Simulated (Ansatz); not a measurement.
**Structure relaxation of Ga2F**

Theory: DFT PBE, scalar-relativistic, plane waves, PAW in Ansatz 0.2.0. Cutoff 420 eV, Γ-centred k mesh, Gaussian smearing, no spin polarisation in the final step.

Ga2F was placed on the AlB2 structure type (P6/mmm, No. 191), with F in place of Al, Ga in place of B, at a guessed volume.

```xyz
3
Lattice="3.5801 0.0000 0.0000 -1.7900 3.1004 0.0000 0.0000 0.0000 3.8655" Properties=species:S:1:pos:R:3 pbc="T T T"
Ga    0.0000    2.0670    1.9328
Ga    1.7900    1.0335    1.9328
F     0.0000    0.0000    0.0000
```

Cell and atoms relax at zero pressure; the relaxation can't lower the symmetry of the start. After a coarse first stage the cell is made exact in the group found at 0.06 Å.

Energies over the elements count from the elements' standard structures at the same level (F₂ as a molecule), with no empirical corrections.

**Question.** Describe the relaxed structure.

**Answer.** It keeps P6/mmm (No. 191), but not the shape of the type it started on. Conventional cell: a = 4.556 Å, c = 2.806 Å. Ga is coordinated by 3 Ga at 2.63 Å, 2 Ga at 2.81 Å and 6 F at 2.98 Å; around F lie 2 F at 2.81 Å and 12 Ga at 2.98 Å.

```cif
data_structure
_symmetry_space_group_name_H-M 'P6/mmm'
_symmetry_Int_Tables_number 191
_cell_length_a 4.5555
_cell_length_b 4.5555
_cell_length_c 2.8058
_cell_angle_alpha 90.000
_cell_angle_beta 90.000
_cell_angle_gamma 120.000
_cell_volume 50.43
loop_
_atom_site_label
_atom_site_type_symbol
_atom_site_symmetry_multiplicity
_atom_site_Wyckoff_symbol
_atom_site_fract_x
_atom_site_fract_y
_atom_site_fract_z
_atom_site_occupancy
Ga1 Ga 2 d 0.33333 0.66667 0.50000 1
F1 F 1 a 0.00000 0.00000 0.00000 1
```

**Question.** What are its volume, energy, density and gap?

**Answer.** The volume per atom is 16.8 Å³. The density is 5.2 g/cm³ and the energy over the elements is -0.60 eV/atom. The gap on the 12×12×16 mesh is 0 eV (a metal).

The final run used a 12×12×16 mesh on its 3-atom cell and 0.10 eV smearing. For metals, differences of a few meV/atom aren't resolved. No dispersion correction is applied, so the spacing between layers, chains or molecules is poorly fixed, and with it the volume and density. A structure relaxed within its symmetry needn't be a true minimum.

Cost: 4 runs of about 3.4 core-minutes in all, on Arm Neoverse N1 (shared hosts).